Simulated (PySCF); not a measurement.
What each rung costs, and what it gives

Saddle point of SiH$_{4}$ClF, singlet (SiH₃Cl ([SiH3][Cl]) + HF → SiH₂ClF ([F][SiH2][Cl]) + H₂; bonds formed: Si1–F7, H2–H6; bonds broken: Si1–H2, H6–F7), PBE0-D4/def2-TZVP structure:

| atom | x (Å) | y (Å) | z (Å) |
| --- | --- | --- | --- |
| Si1 | -0.3626 | -0.0594 | 0.2315 |
| H2 | 1.0801 | -0.8754 | -0.0818 |
| H3 | -0.4665 | -0.9769 | 1.3979 |
| H4 | -1.4642 | -0.4104 | -0.6808 |
| Cl5 | -0.4591 | 1.7497 | 1.1833 |
| H6 | 1.1109 | -0.1804 | -0.7935 |
| F7 | 0.5613 | 0.7528 | -1.2563 |

Barriers are electronic and count from the start structure reached by relaxing down the imaginary mode.

PySCF 2.14 with density fitting (its default auxiliary sets; JK sets also for MP2 and CCSD(T)); basis: as named in each row; cores frozen in the correlated methods. B3LYP uses VWN-RPA correlation. Extrapolation: Hartree–Fock as exp(−7.88 √X), correlation as X^−2.97.

Times are rough, for one single point on 4 threads of a shared host (Intel Xeon).

The estimate by CCSD(T) at an estimated basis limit (MP2 extrapolated from triple and quadruple zeta, plus CCSD(T) − MP2 in triple zeta) is 1.642 eV.

```
   method       basis  time (s)  barrier (eV)  method less estimate
       HF      STO-3G         2         3.699                 2.057
      MP2  def2-QZVPP         9         1.590                -0.052
 B3LYP-D4       6-31G         9         1.903                 0.262
  PBE0-D4    def2-SVP        10         1.411                -0.230
   PBE-D4    def2-SVP        11         1.157                -0.485
    SPW92  def2-TZVPP        12         0.980                -0.662
  CCSD(T)    def2-SVP        16         1.775                 0.134
  PBE0-D4  def2-TZVPP        18         1.475                -0.166
 BHLYP-D4  def2-TZVPP        18         1.766                 0.124
 B3LYP-D4  def2-TZVPP        19         1.565                -0.076
   PBE-D4  def2-TZVPP        20         1.282                -0.360
r2SCAN-D4  def2-TZVPP        30         1.356                -0.285
  wB97M-V  def2-TZVPP       310         1.519                -0.122
  CCSD(T)  def2-TZVPP       340         1.676                 0.035
```

All methods are single points on the PBE0-D4 structures.

The T1 diagnostic stays at or below 0.012.

Labels in which every atom is bracketed show which atoms are joined, not bond orders.
